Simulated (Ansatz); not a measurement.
# PBE/6-311+G(d,p) run of C2H4Si (ethynylsilane)

Aim: the vertical ionisation energy of C2H4Si (ethynylsilane) at PBE/6-311+G**, from 2 runs. 

The results are computed with Ansatz 0.2.0.

49 further runs of the same task are left out: 7 that didn't finish, 42 set aside as unsound or not needed.

### Step 1. The molecule

C2H4Si: 7 atoms, total charge 0, spin state singlet. SMILES: `C#C[SiH3]`. The shape is that of a PBE0-D4/def2-TZVP optimisation.

Bond lengths: C1–C2 1.206 Å, C2–Si3 1.823 Å, C1–H4 1.066 Å, Si3–H5 1.483 Å, Si3–H6 1.483 Å, Si3–H7 1.483 Å. Angles: C1–C2–Si3 180.0°, C2–C1–H4 180.0°, C2–Si3–H5 109.3°, C2–Si3–H6 109.3°, C2–Si3–H7 109.3°, H5–Si3–H6 109.6°, H5–Si3–H7 109.6°, H6–Si3–H7 109.6°.

### Step 2. A single-point energy at PBE/6-311+G(d,p)

File run.yaml:

```yaml
basis:
  gaussian:
    orbitals: 6-311+G_st__st_-spherical.json
crystal:
  periodic: [false, false, false]
  atoms:
    - {symbol: C, position_ang: [-0.580700, -1.871400, 0.172200]}
    - {symbol: C, position_ang: [-0.218500, -0.726500, 0.062400]}
    - {symbol: Si, position_ang: [0.329800, 1.004300, -0.103800]}
    - {symbol: H, position_ang: [-0.901000, -2.883500, 0.269300]}
    - {symbol: H, position_ang: [-0.094500, 1.528300, -1.425000]}
    - {symbol: H, position_ang: [-0.281700, 1.818100, 0.974900]}
    - {symbol: H, position_ang: [1.807900, 1.062900, 0.004400]}
accuracy: high
hamiltonian:
  xc: {name: PBE}
output: {orbitals: {seedname: orbitals}}
```

The basis set 6-311+G** is read from a file made from the Basis Set Exchange's data (not shown).

On the command line:

```sh
$ ansatz run run.yaml --threads 1 --pin off --max-ram 3480MiB --events-out events.jsonl --progress --plain --runs-dir runs
```

What it wrote:

```text
Warning: RAYON_NUM_THREADS=1 ignored (pool sized by the plan → 1); use --threads N
Functional definition: PBE
  name "PBE"
  parameter kappa = 0.804
  parameter beta = 0.06672455060314922
  exchange = pbe_x(kappa = kappa, mu = beta*pi^2/3)
  correlation = pbe_c(beta = beta)
1694 factors; integrals over basis functions are off by at most 4.2e-9 eV
mean field evaluation 1: about -10000.9073 eV, gradient 5.3e1 eV
mean field evaluation 2: about -9988.2761 eV, gradient 8.2e1 eV
mean field evaluation 4: about -10007.9224 eV, gradient 1.4e1 eV
mean field evaluation 8: about -10008.3466 eV, gradient 2.8e-1 eV
mean field evaluation 16: about -10008.3468 eV, gradient 1.1e-5 eV
mean field -10008.34681103 eV, -367.7999614043 hartree, gradient 4.9e-8 eV, S^2 0.000000; 0 other end points of the search recorded, 0 dependent functions left out
reference -10008.34681703 eV, -367.7999616249 hartree; 15, 15 occupied and 83, 83 virtual orbitals, 1694 factors
Total energy: -10008.34681703 eV, -367.7999616249 hartree
```

Wall time 5.4 s (1 thread of Arm Neoverse V1, shared host); peak memory 0.21 GiB.

### Step 3. The doublet cation, same level

File in.yaml:

```yaml
crystal:
  periodic: [false, false, false]
  atoms:
    - {symbol: C, position_ang: [-0.580700, -1.871400, 0.172200]}
    - {symbol: C, position_ang: [-0.218500, -0.726500, 0.062400]}
    - {symbol: Si, position_ang: [0.329800, 1.004300, -0.103800]}
    - {symbol: H, position_ang: [-0.901000, -2.883500, 0.269300]}
    - {symbol: H, position_ang: [-0.094500, 1.528300, -1.425000]}
    - {symbol: H, position_ang: [-0.281700, 1.818100, 0.974900]}
    - {symbol: H, position_ang: [1.807900, 1.062900, 0.004400]}
basis:
  gaussian:
    orbitals: 6-311+G_st__st_-spherical.json
magnetization:
  spin_polarized: true
  initial_magnetization: 1
hamiltonian:
  xc: pbe
output: {orbitals: {seedname: orbitals}}
total_charge: 1
accuracy: high
```

The basis set 6-311+G** is read from a file made from the Basis Set Exchange's data (not shown).

On the command line:

```sh
$ ansatz run in.yaml --threads 1 --pin off --max-ram 3480MiB --events-out events.jsonl --progress --plain --runs-dir runs
```

What it wrote, cut to the lines that bear on the results:

```text
Warning: RAYON_NUM_THREADS=1 ignored (pool sized by the plan → 1); use --threads N
[... 2 set-up lines as earlier in the session ...]
[...]
1694 factors; integrals over basis functions are off by at most 4.2e-9 eV
[...]
mean field -9997.91728580 eV, -367.4166834216 hartree, gradient 1.6e-8 eV, S^2 0.752927; 10 other end points of the search recorded, 0 dependent functions left out
reference -9997.91729356 eV, -367.4166837067 hartree; 15, 14 occupied and 83, 84 virtual orbitals, 1694 factors
Total energy: -9997.91729356 eV, -367.4166837067 hartree
```

Run time: 94 s. Hardware: 1 thread of Arm Neoverse V1, shared host; peak memory 0.3 GiB.

### Step 4. Results

At PBE/6-311+G**:

```
                                          quantity          value
                      singlet C2H4Si: total energy  -367.79996 Eh
                       singlet C2H4Si: HOMO energy       -7.10 eV
                       singlet C2H4Si: LUMO energy       -1.04 eV
                     singlet C2H4Si: HOMO–LUMO gap        6.06 eV
                      doublet cation: total energy  -367.41668 Eh
doublet cation: HOMO energy (highest over α and β)      -13.75 eV
 doublet cation: LUMO energy (lowest over α and β)      -13.66 eV
                              doublet cation: ⟨S²⟩          0.753
vertical ionisation energy (to the doublet cation)      10.430 eV
```

The vertical ionisation energy comes to 10.43 eV (241 kcal/mol). −ε(HOMO) before ionisation, 7.10 eV, is 3.33 eV below this ionisation energy.
